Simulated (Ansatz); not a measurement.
`CC(F)CF` + F• → `C[C](F)CF`• + H–F  (hydrogen abstraction from a C–H bond)

Computed with Ansatz on PBE0-D4/def2-TZVP structures; ΔE is electronic, products minus reactants. CCSD(T)/CBS is the MP2 limit (def2-TZVPP, def2-QZVPP) plus CCSD(T) − MP2 in def2-TZVPP, frozen cores. This one scheme is used for every species, atoms too. Functionals use def2-TZVPP. HSE06 is defined as in plane-wave codes. Open shells (•) are unrestricted, without spin–orbit coupling. Spin–orbit coupling would lower the free atoms: a little for F. One conformer a species, not always the lowest.

```
             level  ΔE (kJ/mol)  difference from CCSD(T)/CBS
         r2SCAN-D4       -167.0                        -13.1
        r2SCAN0-D4       -147.6                          6.3
          BHLYP-D4       -124.6                         29.3
           ωB97M-V       -148.1                          5.8
              BLYP       -179.1                        -25.2
             HSE06       -157.2                         -3.3
RPA@PBE/def2-TZVPP       -106.5                         47.4
     HF/def2-TZVPP        -64.6                         89.3
     HF/def2-QZVPP        -66.4                         87.5
    CCSD/CBS(def2)       -148.4                          5.5
       CCSD(T)/CBS       -153.9                            0
```

Largest T1 diagnostic among the species: 0.014.

From PBE to PBE0 (25 % exact exchange), in def2-TZVPP and without D4, ΔE moves by +27.4 kJ/mol. Leaving LDA and LC-ωPBE aside and taking each functional with its dispersion term where it has one, the values, not all of them listed here, spread over 58.2 kJ/mol, from PBE-D4 to BHLYP-D4. LDA lies −37.4 kJ/mol from PBE without D4. In def2-TZVPP, CCSD(T) changes the Hartree–Fock value by −76.7 kJ/mol (the triples alone add −5.5 kJ/mol) and MP2 by −94.9 kJ/mol.

CCSD(T)/CBS has its own doubt, a few kJ/mol and more with outer-core shells, so smaller differences from it don't rank the levels.
